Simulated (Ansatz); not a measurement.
## NH4⁺, singlet: vertical spin and charge gaps

Geometry (PBE0/def2-TZVP stationary point for this spin, not checked as a minimum):

```xyz
5

N     0.0000    0.0000    0.0000
H     0.5903    0.5923    0.5902
H    -0.5929   -0.5882    0.5917
H    -0.5890    0.5896   -0.5943
H     0.5916   -0.5937   -0.5876
```

Basis cc-pVDZ; Ansatz 0.2.0. Only valence electrons are correlated (noble-gas cores frozen). Active spaces: valence = (8e, 8o) chosen from the atoms' valence shells.

Gaps are energies of the second state less the first, at fixed atoms, for a selection of the levels run; each method lands on the state that its own search finds for that charge and spin.

Triplet less singlet: 14.696 eV at full CI (singlet A1, triplet B1, in C2v).

| level | gap (eV) | error (meV) |
| --- | --- | --- |
| CISD | 14.717 | 21 |
| CISDTQ | 14.699 | 3 |
| CASSCF (valence space) | 15.131 | 435 |
| NEVPT2 (valence space) | 14.842 | 146 |
| MRCISD (valence space) | 14.873 | 177 |
| MRCISD+Q (valence space) | 14.845 | 149 |

Full CI is exact within this basis and frozen core; it isn't the basis-set limit.
